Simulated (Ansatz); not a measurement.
# AlHO (singlet): wave-function methods side by side at distance Al1–H3 = 2.522 Å, 6-31G

How much of the correlation energy of AlHO (singlet) does each wave-function method recover here?

Computed with Ansatz 0.2.0, Gaussian basis. Level: 6-31G, core rule «outside noble gas», up to 6 orbitals frozen.

To be run: UHF; CCSD(T) on RHF; CCSD(T) on UHF; BCCD(T) on RHF; CISD; CCSDT(Q) on RHF; CCSDT(Q) on UHF; CISDTQ; CCSDTQ on RHF; CASSCF and MRCISD+Q, 2 electrons in 2 orbitals; CASSCF and NEVPT2, 2 electrons in 2 orbitals; CASSCF and MRCISD+Q, 10 electrons in 9 orbitals; CASSCF and NEVPT2, 10 electrons in 9 orbitals; Full CI.

24 further runs of the same task are left out: 6 for a known fault of the program, 2 for a mislabelled method, 9 that didn't finish, 7 set aside as unsound or not needed.

### 1 The system

The geometry derives from a PBE0/def2-TZVP stationary point (not a proven minimum). One bond is set to the value named and the two fragments are kept rigid.

3 atoms, charge 0, spin multiplicity 1.

Atoms are counted from 1 here; the program's logs count them from 0.

Bond lengths: Al1–O2 1.594 Å.

As a file:

```
Al    0.0000    0.0000   -0.3094
O     0.0000    0.0000   -1.9032
H     0.0000    0.0000    2.2126
```

### 2 UHF

File in.yaml:

```yaml
crystal:
  periodic: [false, false, false]
  atoms:
    - {symbol: Al, position_ang: [0.000000, 0.000000, -0.309417]}
    - {symbol: O, position_ang: [0.000000, 0.000000, -1.903165]}
    - {symbol: H, position_ang: [0.000000, 0.000000, 2.212583]}
basis:
  gaussian: {orbitals: 6-31G}
magnetization: {spin_polarized: true, initial_magnetization: 0}
hamiltonian: {xc: hf}
output: {orbitals: {seedname: orbitals}}
```

On the command line:

```bash
ansatz run in.yaml --threads 1 --pin off --events-out ev --progress --plain --max-ram 2393MiB
```

After this run come: CCSD(T) on RHF; CCSD(T) on UHF; BCCD(T) on RHF; CISD; CCSDT(Q) on RHF; CCSDT(Q) on UHF; CISDTQ; CCSDTQ on RHF; CASSCF and MRCISD+Q, 2 electrons in 2 orbitals; CASSCF and NEVPT2, 2 electrons in 2 orbitals; CASSCF and MRCISD+Q, 10 electrons in 9 orbitals; CASSCF and NEVPT2, 10 electrons in 9 orbitals; Full CI.

**Question.** What will the summary of the whole plan be? Wanted: FCI below the RHF energy; RMP2 from FCI; RCCSD from FCI; RCCSD(T) from FCI; RCCSDT(Q) from FCI; NEVPT2 pair from FCI; MRCISD+Q pair from FCI; NEVPT2 valence from FCI; T1 diagnostic.

As calculated:

```
                         quantity                        value
         FCI below the RHF energy                   -6.4729 eV
                    RMP2 from FCI              +15.15 kcal/mol
                   RCCSD from FCI              +11.23 kcal/mol
                RCCSD(T) from FCI               +1.70 kcal/mol
               RCCSDT(Q) from FCI               -0.85 kcal/mol
             NEVPT2 pair from FCI               +3.22 kcal/mol
           MRCISD+Q pair from FCI               +4.26 kcal/mol
          NEVPT2 valence from FCI              +10.47 kcal/mol
levels within 1 kcal/mol (43 meV)  BCCD(T), RCCSDT(Q), RCCSDTQ
                    T1 diagnostic                        0.045
   effectively unpaired electrons                         0.52
```

In words: RCCSD(T) lands +1.70 kcal/mol from the yardstick (1.1 % of the correlation energy). RCCSDT(Q), RCCSDTQ fall below full CI, which methods that aren't variational can do. The occupations show some static correlation. Of the multireference levels listed MRCISD+Q valence comes nearest in total energy (+2.15 kcal/mol), which doesn't show that its space is the better one. These misses are within one basis, not against nature.
